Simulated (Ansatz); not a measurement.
Rutile MnF2, treated with PBE+U (PAW; Ansatz, a program for electronic structure).

Settings: plane-wave cutoff 520 eV, 8×8×10 k mesh (along the axes of the cell as run), U_eff Mn 3.9 eV, spin-polarised with opposed moments, scalar-relativistic PAW data made under PBE.

Computed at the level's own relaxed cell.

**Question.** What does this level give for the elastic constant C11, Young modulus, elastic constant C44, Poisson ratio, elastic constant C33, elastic constant C12, elastic constant C13 and elastic constant C66?

**Answer.** 
* **elastic constant C11**: 92.9 GPa
* **Young modulus**: 74.9 GPa
* **elastic constant C44**: 27.0 GPa
* **Poisson ratio**: 0.346
* **elastic constant C33**: 151 GPa
* **elastic constant C12**: 72.2 GPa
* **elastic constant C13**: 64.5 GPa
* **elastic constant C66**: 63.3 GPa

Elastic constants are with the ions relaxed.

Static lattice: no zero-point or thermal effects.
